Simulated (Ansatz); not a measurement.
# MgSiH (quartet): from Hartree-Fock to the top rungs, def2-QZVPP

An exercise on one series of results from a longer session: the logs are not shown, and one member is left open.

The runs use Ansatz 0.2.0, Gaussian basis; def2-QZVPP, core rule «outside noble gas», up to 10 orbitals frozen.

To be run: UHF; ROHF; CCSD(T) on UHF.

2 further runs of the same task are left out: 2 set aside as unsound or not needed.

### The system

The geometry is a PBE0/def2-TZVP stationary point (not a proven minimum) of the parent state, kept for this charge and spin.

3 atoms, charge 0, spin multiplicity 4.

Atoms are counted from 1 here; the program's logs count them from 0.

Bond lengths: Si1–Mg2 2.536 Å, Si1–H3 1.548 Å. Angles: Mg2–Si1–H3 77.2°.

Set-up of the first run:

in.yaml reads:

```yaml
crystal:
  periodic: [false, false, false]
  atoms:
    - {symbol: Si, position_ang: [0.000000, -0.063331, 1.159273]}
    - {symbol: Mg, position_ang: [0.000000, 0.012806, -1.375338]}
    - {symbol: H, position_ang: [0.000000, 1.455896, 0.861970]}
basis:
  gaussian: {orbitals: "def2-QZVPP.json"}
magnetization: {spin_polarized: true, initial_magnetization: 3}
hamiltonian: {xc: hf}
output: {orbitals: {seedname: orbitals}}
```

Run with:

```bash
ansatz run in.yaml --threads 1 --pin off --events-out ev --progress --plain --max-ram 2393MiB
```

Steps of the session up to this table: UHF; ROHF; CCSD(T) on UHF.

One of the session's tables, all rows but one given; the rest of the session is left out.

It belongs to the step «Misses and costs». 

| method | from UCCSD(T) (meV) |
| --- | --- |
| ROHF | +3908.1 |
| UHF | ? |
| UMP2 | +780.0 |
| UCCSD | +173.7 |
| UCCSD(T) | 0 |

**Question.** Estimate the row for UHF.

As computed: from UCCSD(T) (meV): +3756.0. In the column «from UCCSD(T) (meV)» it lies between UMP2 (+780.0) and ROHF (+3908.1).
